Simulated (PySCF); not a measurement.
Q: Give a PBE0-D3(BJ)/def2-SVP geometry of cyclohexadienyl radical (`C1[CH]C=CCC=1`). (Doublet state.)

A: 
Z-matrix in Å and degrees, rows numbered from 1:
```
C 
C   1  1.4172
C   2  1.3664  1  121.38
C   3  1.4936  2  122.06  1    -0.07
C   4  1.4937  3  113.67  2     0.23
C   5  1.3664  4  122.05  3    -0.26
H   1  1.0913  2  120.28  3   179.97
H   2  1.0935  1  119.20  3   179.99
H   3  1.0936  2  120.05  1   179.98
H   4  1.1122  3  110.01  2   124.12
H   4  1.1124  3  109.96  2  -123.52
H   5  1.0936  4  117.89  3   179.81
H   6  1.0935  1  119.19  2  -179.89
```

C3 (carbon bonded to 2 C and H) is planar (angles 122.1°, 120.0° and 117.9°, sum 360.0°, 0.00 Å off the plane of its three neighbours). The 6 C–C bonds span 1.366 Å (C5=C6, drawn double in one of several resonance forms) to 1.494 Å (C4–C5, drawn single), a spread of 0.128 Å. C2 (carbon bonded to 2 C and H) is planar (angles 121.4°, 119.4° and 119.2°, sum 360.0°, 0.00 Å off the plane of its three neighbours). C1 (carbon bonded to 2 C and H) is planar (angles 120.3°, 120.3° and 119.4°, sum 360.0°, 0.00 Å off the plane of its three neighbours).

Method: PySCF, PBE0-D3(BJ)/def2-SVP geometry optimisation, gas phase.

Point group: C2v (tolerance 0.08 Å). Stationary, but not proved a minimum. ⟨S²⟩ = 0.806 (exact for a doublet: 0.75).
